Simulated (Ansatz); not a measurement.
# C4H4F2: basis-set convergence

How large a basis does C4H4F2 need? Two functionals are run in growing sets.

Computed with Ansatz 0.2.0, Gaussian basis. Level: one geometry, several basis sets.

The runs, in order: PBE0-D4/def2-SVP; ωB97M-V/def2-SVP; PBE0-D4/def2-QZVPP; ωB97M-V/def2-QZVPP; the functionals' def2-TZVPP values are taken from earlier runs.

### Step 1. The geometry

An earlier PBE0-D4 in a triple-zeta def2 set relaxation fixed the geometry.

SMILES `FCC#CCF`, 10 atoms, charge 0, spin multiplicity 1.

Atoms are counted from 1 here; the program's logs count them from 0.

Bond lengths: F1–C2 1.381 Å, C2–C3 1.448 Å, C2–H7 1.095 Å, C2–H8 1.095 Å, C3–C4 1.201 Å, C4–C5 1.448 Å, C5–F6 1.381 Å, C5–H9 1.095 Å, C5–H10 1.095 Å. Angles: F1–C2–C3 111.7°, F1–C2–H7 108.0°, F1–C2–H8 107.9°, C3–C2–H7 110.0°, C3–C2–H8 110.3°, H7–C2–H8 108.6°, C2–C3–C4 179.1°, C3–C4–C5 179.1°, C4–C5–F6 111.7°, C4–C5–H9 110.0°, C4–C5–H10 110.3°, F6–C5–H9 108.0°, F6–C5–H10 107.9°, H9–C5–H10 108.6°.

### Step 2. PBE0-D4 in def2-SVP

The input, in.yaml:

```yaml
crystal:
  periodic: [false, false, false]
  atoms:
    - {symbol: F, position_ang: [1.126034, 0.310946, -2.613284]}
    - {symbol: C, position_ang: [-0.035455, 0.641589, -1.943904]}
    - {symbol: C, position_ang: [-0.003388, 0.200724, -0.564549]}
    - {symbol: C, position_ang: [0.003858, -0.163970, 0.580198]}
    - {symbol: C, position_ang: [0.030619, -0.589404, 1.964502]}
    - {symbol: F, position_ang: [-0.598906, -1.806041, 2.137547]}
    - {symbol: H, position_ang: [-0.874149, 0.172819, -2.468201]}
    - {symbol: H, position_ang: [-0.155343, 1.728400, -1.993212]}
    - {symbol: H, position_ang: [1.065616, -0.691604, 2.305643]}
    - {symbol: H, position_ang: [-0.475786, 0.145438, 2.598162]}
basis:
  gaussian: {orbitals: def2-SVP}
hamiltonian: {xc: pbe0, dispersion: d4}
output: {orbitals: {seedname: orbitals}}
```

Run with:

```bash
$ ansatz run in.yaml --threads 4 --pin off --events-out ev --progress --plain --max-ram 10444MiB
```

After this run come: ωB97M-V in def2-SVP; PBE0-D4 in def2-QZVPP; ωB97M-V in def2-QZVPP.

Q: Predict the results of all the runs planned. Wanted: PBE0-D4: double and triple zeta above quadruple; ωB97M-V: double and triple zeta above quadruple.

The runs gave:

| quantity | value |
| --- | --- |
| PBE0-D4: double and triple zeta above quadruple | 11.90, 0.51 eV |
| ωB97M-V: double and triple zeta above quadruple | 12.22, 0.48 eV |

What this shows: For PBE0-D4 the step from double to triple zeta gains 11.39 eV and the next only 0.51 eV. Total energies overstate the basis error of differences, where much of it tends to cancel. The LUMO of ωB97M-V is positive and keeps falling with the basis (2.43 to 1.65 eV): an unbound level that the basis holds in place.
